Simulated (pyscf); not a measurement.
`[OH][Si]([Cl])([Cl])[Cl]` + `[H]` [doublet] → `[Cl][Si]([Cl])[Cl]` [doublet] + `[OH2]`, a substitution at O (doublet surface; O–Si broken, H–O formed). Single points on ωB97X-D3(BJ)/def2-SVP structures (PySCF, gas phase). Energies in kcal/mol from the separated reactants.

Small-basis levels: PySCF, no dispersion term, spherical d functions. Open shells are spin-unrestricted. 

Problem. Quick B3LYP/LANL2DZ single points give ΔE‡ = 4.0 kcal/mol and ΔE = -12.3 kcal/mol. What does ωB97M-D3(BJ)/def2-TZVP give, and how far is the quick result from it?

Solution. ωB97M-D3(BJ)/def2-TZVP gives ΔE‡ = 30.7 kcal/mol and ΔE = +10.0 kcal/mol. B3LYP/LANL2DZ lies 26.7 kcal/mol under it in the barrier and 22.3 kcal/mol under it in the reaction energy, so on this step it does not hold to within 3.0 kcal/mol. ωB97M-D3(BJ)/def2-TZVP has limits of its own. On the product side the descent ends in a complex, 5.5 kcal/mol under the separated species and 29.8 kcal/mol under the saddle at ωB97X-D3(BJ)/def2-TZVP. At ωB97X-D3(BJ)/def2-TZVP the barrier from the zero used here is 34.3 kcal/mol. The same reactants have a lower exit, to •O–Si(Cl)(Cl)–Cl + H₂ (barrier +21.2 kcal/mol at ωB97M-D3(BJ)/def2-TZVP, against +30.7 kcal/mol here). One saddle was located; it need not be the lowest between these sides. The angle at the attacked O is 144°.
